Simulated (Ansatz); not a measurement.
Species, as SMILES: FF (F2).
Atoms: F1, F2. Bonds: F1-F2.

Basis-set convergence of the optimised F1-F2 bond length at CCSD(T) with Ansatz (an electronic-structure program). The reference of a correlated method is not its basis-set limit, which lies further on. All functions are spherical. Cores are frozen. A restricted Hartree-Fock determinant is unstable towards unrestricted orbitals. No added dispersion term, no relativity. Reference: the value in def2-QZVPPD, 1.4127 Å, itself unsure by roughly 0.0006 Å (its mean distance from pcseg-3, def2-QZVPP, cc-pVQZ). Deviations are taken from unrounded values.

| basis | functions |
|---|---|
| STO-3G | 10 |
| pcseg-2 | 60 |
| cc-pCVTZ | 86 |
| pcseg-3 | 120 |

Task: Which is the smallest set listed that can be trusted to 0.003 Å here, that is, within that of the reference together with its larger relatives (same family, alike in diffuse functions; a set with none to test it counts only in the reference's own line)?

Result: Of the sets listed that have larger relatives (same family, alike in diffuse functions), none stays within 0.003 Å of the reference together with them. Inside, with no larger relative to test it: cc-pCVTZ, pcseg-3. Value minus reference: STO-3G -0.0251, pcseg-2 0.0068, cc-pCVTZ 0.0018, pcseg-3 -0.0013 Å.
